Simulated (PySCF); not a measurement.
**Computed NMR parameters against published values**

Atoms are numbered as in `[CH3:1][NH:2][C:3]([CH3:4])([CH3:5])[CH3:6]`. Each H is labelled by its parent atom.

No relativistic terms, no solvent model, a single conformation, fast rotation and ring inversion assumed for equivalent nuclei. Geometry: PBE0-D3(BJ)/def2-TZVP; shieldings: GIAO B97-2/pcSseg-2; PySCF 2.14.0 with density-fitted response routines.

Reference values: measured (solution, not stated per compound (mostly CDCl3 or CCl4); Pretsch, Buehlmann, Badertscher, Structure Determination of Organic Compounds, 4th ed. (2009)).
```tsv
atoms	quantity	reference	computed	computed, scaled
C3	δ 13C	50.4	53.3	49.3
C4/C5/C6	δ 13C	28.2	30.4	27.3
```

Computed shifts are σ(ref) − σ with the named reference compound (TMS for H and C) calculated as an isolated molecule at the same level. The measured values may be among those fitted. Empirical linear scaling, fitted to shifts measured mostly in CDCl3 for H and C (δ vs TMS): 13C (scatter 2.0 ppm rms, 2.1 ppm with the 1 outlier that the fit left out). A few per cent of atoms miss by over 2 rms, more outside the fitted compound classes.

Q: How far are the unscaled 13C shifts from the references?

A: Mean signed difference +2.55 ppm, mean absolute 2.55 ppm over 2 comparisons; the largest is +2.9 ppm at C3 (fully substituted sp3 carbon bonded to N).
